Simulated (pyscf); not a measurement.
Structures and frequencies: ωB97X-D3(BJ)/def2-SVP in PySCF.

Q: For the elementary gas-phase step `[OH][AsH][OH]` + `[SiH4]` → `[OH][AsH][O][SiH3]` + `[H][H]` (singlet surface; H–O, H–Si broken, O–Si, H–H formed), what barrier and reaction energy does ωB97M-D3(BJ)/def2-TZVP give, measured from the separated reactants?

A: ΔE‡ = 144.5 kJ/mol, ΔE = -71.8 kJ/mol. Zero-point energy shifts the barrier by -4.0 kJ/mol. It is a four-centre exchange, with an imaginary mode of 1236i cm⁻¹. This is the saddle that the search found; another between the same sides may lie lower. Elements up to Kr have no core potential and no relativistic terms here.
